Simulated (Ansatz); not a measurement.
# AlPNH (singlet): the correlation ladder, cc-pVDZ

One table from this session's results is given with a row withheld; the runs are named, their logs left out.

Program: Ansatz 0.2.0, Gaussian basis. Level of theory: cc-pVDZ, core rule «outside noble gas», up to 11 orbitals frozen. These are calculated values, not measurements.

To be run: UHF; CCSD(T) on RHF; CCSD(T) on UHF; BCCD(T) on RHF; CISD; CCSDT(Q) on RHF; CCSDT(Q) on UHF.

29 further runs of the same task are left out: 10 for a known fault of the program, 9 that didn't finish, 10 set aside as unsound or not needed.

**What is computed**

The geometry is a PBE0/def2-TZVP stationary point (not a proven minimum) of the parent state, kept for this charge and spin.

4 atoms, charge 0, spin multiplicity 1.

Atoms are counted from 1 here; the program's logs count them from 0.

Bond lengths: N1–Al2 1.630 Å, N1–H4 0.999 Å, Al2–P3 2.260 Å. Angles: Al2–N1–H4 180.0°, N1–Al2–P3 180.0°.

The first run:

Input file in.yaml:

```yaml
crystal:
  periodic: [false, false, false]
  atoms:
    - {symbol: N, position_ang: [0.000000, 0.000000, 1.130338]}
    - {symbol: Al, position_ang: [0.000000, 0.000000, -0.499668]}
    - {symbol: P, position_ang: [0.000000, 0.000000, -2.759714]}
    - {symbol: H, position_ang: [0.000000, 0.000000, 2.129045]}
basis:
  gaussian: {orbitals: cc-pVDZ}
magnetization: {spin_polarized: true, initial_magnetization: 0}
hamiltonian: {xc: hf}
output: {orbitals: {seedname: orbitals}}
```

Run with:

```bash
> ansatz run in.yaml --threads 1 --pin off --events-out ev --progress --plain --max-ram 2393MiB
```

Among the steps run: UHF; CCSD(T) on RHF; CCSD(T) on UHF; BCCD(T) on RHF; CISD; CCSDT(Q) on RHF; CCSDT(Q) on UHF.

One table of the session follows, with a row left open; its other results are not shown here.

| method | from RCCSDT(Q) (kcal/mol) |
| --- | --- |
| RHF | +248.36 |
| RMP2 | +44.53 |
| UMP2 | +24.17 |
| CISD | +54.23 |
| RCCSD | +24.52 |
| UCCSD | +5.54 |
| RCCSD(T) | +10.33 |
| UCCSD(T) | ? |
| BCCD(T) | +11.44 |
| RCCSDT | +7.55 |
| UCCSDT | -12.36 |
| RCCSDT(Q) | 0 |
| UCCSDT(Q) | -16.36 |

Q: Estimate the row for UCCSD(T) from the others.

As computed: from RCCSDT(Q) (kcal/mol): -6.29. In the column «from RCCSDT(Q) (kcal/mol)» it lies between UCCSDT (-12.36) and RCCSDT(Q) (0).

Left out of the table: UHF (another determinant or state than the rows shown).

Caveats from the session: The determinant is far from a pure spin state, so its energy mixes those of several spin states (harmless only where they are near-degenerate, as at dissociation). The program flags UCCSD(T), BCCD(T), UCCSDT(Q) as in doubt, so those rows may rest on another solution; read them beside their warnings. Warnings: restricted reference is unstable; spin contamination; coupled cluster took another determinant than the lowest; large T1 diagnostic. Restricted and unrestricted rows rest on different reference determinants; where their highest levels disagree by more than a few hundredths of an eV, they describe different states and don't form one ladder.
